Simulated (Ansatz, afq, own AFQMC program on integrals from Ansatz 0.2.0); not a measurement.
MgF⁻, singlet: AFQMC among the cluster methods

```xyz
2

F     0.0000    0.0000    0.0000
Mg    0.0000    0.0000    1.5030
```

Basis aug-cc-pVDZ. Noble-gas cores (and the filled d shells of Ga–Kr and In–Xe) are frozen. AFQMC by an in-house program on the Cholesky factors that Ansatz 0.2.0 writes for its CCSD(T) run. ph-AFQMC/CISD is guided by a CISD state made of CCSD amplitudes; releasing the constraint for a short imaginary time cuts its bias at the price of noise, slowly where states lie close. Error bars are statistical, one sigma.

Determinant: RHF, the one that the program's search chose, which needn't be the lowest solution. The geometry is a point of a scan.

No full CI on the walks' own integrals is used here; CCSDT(Q) serves as the reference and is uncertain by about the last step of the cluster series.

Cautions: higher spins were not checked; restricted determinant unstable towards unrestricted (UHF 14 meV lower, ⟨S²⟩ 0.21); raised T1 diagnostic (T1 0.021, weight of the determinant 0.88, largest double 0.12); the released energies get too noisy after the second time (errors over twice the walk's own, or jumping), so no released level is given (meV from the phaseless value at times in 1/Eh: -18 ± 19 at 0.24, -22 ± 14 at 0.51, -13 ± 22 at 0.99, -22 ± 21 at 1.62, -18 ± 27 at 2.40), though the last usable value meets CCSDT(Q) within the noise.

* T1 diagnostic: 0.0212
* weight of the determinant in the CISD state: 0.876
* size of the correlated space: 10 electrons in 44 orbitals

| level | correlation energy (eV) |
| --- | --- |
| MP2 | -6.6510 |
| CCSD | -6.9411 |
| CCSD(T) | -7.0927 |

(1) Estimate where phaseless AFQMC with a CISD trial lies against CCSD(T) on the same integrals.

(1) 0.3 ± 0.9 kJ/mol above CCSD(T). The gap is under twice the noise, so this walk alone can't tell the two apart.

Reference: CCSDT(Q), correlation energy -7.111 eV.

```csv
level,E − E(reference) (kJ/mol),share of correlation (%)
CCSD(T),1.8,99.74
CCSDT,1.0,99.86
ph-AFQMC/CISD,2.1 ± 0.9,99.69
```

A walk keeps the symmetry of its determinant, which the program's search chose and which needn't be the lowest solution, so a lower state of the same spin and another symmetry isn't excluded.
